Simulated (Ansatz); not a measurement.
Born–Oppenheimer molecular dynamics of H$_{4}$O$_{2}$Si (7 atoms, charge 0, multiplicity 1). It goes on from the last frame of an earlier run, with new velocities.

Theory: Ansatz, RKS BHLYP-D4/STO-3G.

```
ensemble        : NVT, Langevin thermostat
time step       : 2 fs
steps asked     : 40
set temperature : 300 K
friction        : 0.01 /fs
seed            : 881211
```

Frames 2 fs apart, positions in Å, forces in eV/Å.

Velocities at 0 fs (Å/ps):

```
Si 0.13 -1.49 -0.55
H -13.67 12.81 -7.74
O -2.91 -1.72 -3.65
H 30.49 29.61 2.43
H 21.20 -10.25 25.75
O -0.20 3.12 3.05
H 7.54 -13.02 4.42
```

```xyz
7
Properties=species:S:1:pos:R:3:forces:R:3 time_fs=0 energy_less_start_eV=0.000 T=257
Si -0.067 0.036 0.003 0.39 -0.78 -0.61
H 0.107 0.029 1.438 -0.06 0.13 -0.13
O 1.457 -0.156 -0.765 -0.83 0.28 0.23
H 1.950 -0.847 -0.235 0.11 -0.22 0.15
H -0.609 1.251 -0.516 -0.05 0.05 0.16
O -1.165 -1.194 -0.462 0.39 0.50 0.15
H -0.804 -2.054 -0.087 0.05 0.04 0.04
7
Properties=species:S:1:pos:R:3:forces:R:3 time_fs=2 energy_less_start_eV=0.075 T=190
Si -0.067 0.033 0.002 1.20 -1.83 -0.16
H 0.084 0.054 1.421 0.08 0.02 0.33
O 1.450 -0.160 -0.773 -0.37 -0.01 0.36
H 2.015 -0.793 -0.226 -0.40 0.15 -0.04
H -0.568 1.229 -0.467 -0.70 1.31 -0.53
O -1.165 -1.188 -0.455 0.76 -1.25 0.65
H -0.787 -2.080 -0.074 -0.57 1.62 -0.61
7
Properties=species:S:1:pos:R:3:forces:R:3 time_fs=4 energy_less_start_eV=0.042 T=211
Si -0.066 0.029 0.000 0.95 -0.98 -0.32
H 0.068 0.078 1.413 0.17 -0.09 0.55
O 1.442 -0.163 -0.780 0.12 -0.27 0.47
H 2.065 -0.736 -0.214 -0.81 0.38 -0.24
H -0.554 1.258 -0.447 -0.55 0.74 -0.45
O -1.162 -1.186 -0.447 0.15 0.11 0.02
H -0.785 -2.045 -0.081 -0.04 0.10 -0.04
7
Properties=species:S:1:pos:R:3:forces:R:3 time_fs=6 energy_less_start_eV=0.092 T=201
Si -0.062 0.022 -0.004 0.20 1.12 -0.41
H 0.053 0.100 1.421 0.23 -0.22 0.26
O 1.435 -0.165 -0.787 -0.30 0.13 -0.06
H 2.080 -0.662 -0.206 -0.21 -0.13 0.26
H -0.560 1.322 -0.446 0.03 -0.89 0.01
O -1.158 -1.187 -0.438 -0.73 2.07 -0.83
H -0.780 -2.006 -0.091 0.78 -2.07 0.78
7
Properties=species:S:1:pos:R:3:forces:R:3 time_fs=8 energy_less_start_eV=0.128 T=183
Si -0.059 0.015 -0.008 -0.04 2.41 0.31
H 0.043 0.116 1.440 0.27 -0.32 -0.37
O 1.427 -0.163 -0.794 -0.31 0.14 -0.28
H 2.087 -0.591 -0.186 0.11 -0.28 0.41
H -0.565 1.354 -0.443 0.24 -1.62 0.16
O -1.156 -1.183 -0.431 0.23 -1.13 0.18
H -0.746 -2.048 -0.066 -0.50 0.80 -0.41
7
Properties=species:S:1:pos:R:3:forces:R:3 time_fs=10 energy_less_start_eV=0.136 T=177
Si -0.058 0.011 -0.012 -0.11 2.23 1.03
H 0.045 0.124 1.449 0.28 -0.37 -0.68
O 1.417 -0.160 -0.802 0.83 -0.42 0.36
H 2.100 -0.530 -0.150 -0.58 0.16 -0.38
H -0.559 1.325 -0.435 -0.01 -1.08 -0.04
O -1.153 -1.183 -0.425 0.35 -1.85 0.35
H -0.738 -2.058 -0.053 -0.76 1.34 -0.65
7
Properties=species:S:1:pos:R:3:forces:R:3 time_fs=12 energy_less_start_eV=0.105 T=233
Si -0.056 0.011 -0.015 0.05 0.54 1.25
H 0.065 0.121 1.432 0.28 -0.33 -0.38
O 1.407 -0.160 -0.810 1.20 -0.51 0.49
H 2.094 -0.460 -0.122 -0.56 0.15 -0.61
H -0.552 1.254 -0.424 -0.69 0.62 -0.54
O -1.148 -1.188 -0.418 -0.60 0.66 -0.56
H -0.757 -2.019 -0.068 0.32 -1.13 0.35
7
Properties=species:S:1:pos:R:3:forces:R:3 time_fs=14 energy_less_start_eV=0.130 T=232
Si -0.054 0.013 -0.015 0.14 -0.70 0.70
H 0.102 0.105 1.401 0.28 -0.17 0.36
O 1.400 -0.161 -0.816 0.48 -0.19 -0.25
H 2.068 -0.380 -0.112 0.46 -0.20 0.12
H -0.573 1.203 -0.437 -1.11 1.69 -0.76
O -1.142 -1.192 -0.415 -0.54 0.47 -0.46
H -0.758 -2.031 -0.069 0.29 -0.89 0.29
7
Properties=species:S:1:pos:R:3:forces:R:3 time_fs=16 energy_less_start_eV=0.078 T=277
Si -0.051 0.012 -0.015 -0.69 0.52 -0.29
H 0.152 0.084 1.381 0.21 0.00 0.77
O 1.392 -0.165 -0.823 0.62 -0.18 -0.30
H 2.059 -0.308 -0.099 0.59 -0.17 0.06
H -0.636 1.215 -0.483 -0.36 0.32 -0.07
O -1.136 -1.193 -0.414 0.10 -1.63 0.31
H -0.750 -2.076 -0.053 -0.47 1.15 -0.47
7
Properties=species:S:1:pos:R:3:forces:R:3 time_fs=18 energy_less_start_eV=0.110 T=253
Si -0.050 0.012 -0.014 -1.55 1.69 -0.63
H 0.213 0.063 1.383 -0.01 0.10 0.48
O 1.386 -0.170 -0.830 1.76 -0.28 0.63
H 2.076 -0.241 -0.078 -0.44 -0.02 -1.06
H -0.714 1.239 -0.528 0.55 -1.03 0.66
O -1.131 -1.196 -0.411 -0.22 -0.82 0.05
H -0.764 -2.069 -0.061 -0.09 0.35 -0.14
7
Properties=species:S:1:pos:R:3:forces:R:3 time_fs=20 energy_less_start_eV=0.188 T=199
Si -0.051 0.014 -0.015 -1.63 1.64 -0.33
H 0.276 0.046 1.397 -0.31 0.17 -0.14
O 1.385 -0.174 -0.835 1.30 -0.12 0.24
H 2.077 -0.176 -0.095 -0.13 -0.08 -0.72
H -0.774 1.223 -0.547 0.92 -1.22 0.91
O -1.124 -1.201 -0.409 -0.99 1.53 -0.70
H -0.782 -2.045 -0.088 0.84 -1.93 0.73
7
Properties=species:S:1:pos:R:3:forces:R:3 time_fs=22 energy_less_start_eV=0.131 T=226
Si -0.053 0.017 -0.016 -0.54 0.68 0.36
H 0.328 0.041 1.401 -0.57 0.23 -0.54
O 1.388 -0.179 -0.839 -0.08 -0.07 -0.88
H 2.078 -0.115 -0.138 0.87 -0.01 0.44
H -0.799 1.168 -0.532 0.59 -0.35 0.62
O -1.119 -1.201 -0.409 -0.30 -0.93 0.09
H -0.765 -2.091 -0.092 0.03 0.47 -0.09
```

Of the whole run (80 fs, mean temperature of the second half 234 K): The mean temperature of the second half is 22 % below the set value. A step of 2 fs is long for free X–H stretches (periods near 10 fs) and can bias their spread and the temperature. A run of 0.08 ps of so small a system gives no equilibrium averages. Limits of this set-up: minimal basis.

Run time: 19 s on 1 thread of AMD EPYC 9R45 96-Core Processor (Zen 5), on a shared host, peak memory 0.1 GiB.
